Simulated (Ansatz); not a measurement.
# Two structures, one formula

The two ends of one reaction step of CH$_{5}$O, doublet (PBE0-D4/def2-TZVP).

A:

H1  (-1.296, -1.506, 0.681)
O2  (0.976, -0.677, -0.271)
C3  (0.657, 0.639, -0.293)
H4  (-1.985, -1.492, 0.969)
H5  (1.526, 1.298, -0.151)
H6  (-0.167, 0.903, 0.386)
H7  (0.289, 0.835, -1.320)
(Å)

B:

```tsv
atom	x (Å)	y (Å)	z (Å)
H1	-0.3999	-1.2280	-0.2655
O2	0.1586	-0.7341	-0.8695
C3	0.4107	0.5332	-0.3083
H4	-1.6492	-1.2290	1.9656
H5	0.9417	0.4685	0.6497
H6	-0.5073	1.1157	-0.1610
H7	1.0454	1.0738	-1.0111
```

Program: Ansatz 0.2.0. Basis: def2-TZVPP. Cores are frozen in the correlated methods; orbitals are unrestricted. B3LYP uses VWN-RPA correlation.

(1) Which structure is lower at CCSD(T), and by how much? (To be estimated.)

(2) Do the other methods give the same order? (Judge from chemistry; the calculation decides.)

T1 diagnostic: at most 0.018. ⟨S²⟩ of the unrestricted Hartree–Fock references: 0.75 to 0.76 (a pure state has 0.75).

## Answers

(1) The calculation gives: B, by 8.5 kJ/mol (electronic energy, against the other). By their contacts, A is a complex of CH₃O ([CH3][O]) + H₂ and B is a complex of CH₄O ([CH3][OH]) + H.

(2) By the calculation: Not all: BLYP-D4, r2SCAN-D4, B97M-V, B3LYP-D4, r2SCAN0-D4, BHLYP-D4, CAM-B3LYP-D4, RPA on PBE, HF give the other order.

| method | E(B) − E(A) (kJ/mol) |
| --- | --- |
| SPW92 | -27.8 |
| PBE-D4 | -4.8 |
| BLYP-D4 | 16.5 |
| r2SCAN-D4 | 9.2 |
| B97M-V | 7.9 |
| PBE0-D4 | -6.2 |
| B3LYP-D4 | 12.4 |
| r2SCAN0-D4 | 9.2 |
| BHLYP-D4 | 16.1 |
| CAM-B3LYP-D4 | 3.5 |
| wB97X-V | -1.1 |
| wB97M-V | -2.9 |
| B2PLYP | -3.4 |
| PBE-QIDH | -18.5 |
| RPA on PBE | 3.6 |
| HF | 23.6 |
| MP2 | -48.3 |
| CCSD | -3.6 |
| CCSD(T) | -8.5 |

Labels in which every atom is bracketed show which atoms are joined, not bond orders.

For scale, one of the runs: CCSD(T)/def2-TZVPP, 132 basis functions (an equivalent command: `ansatz run in.yaml --threads 2`). Time: 27 s of wall clock on 2 CPU threads; the host was shared. Peak host memory: 1.6 GiB.
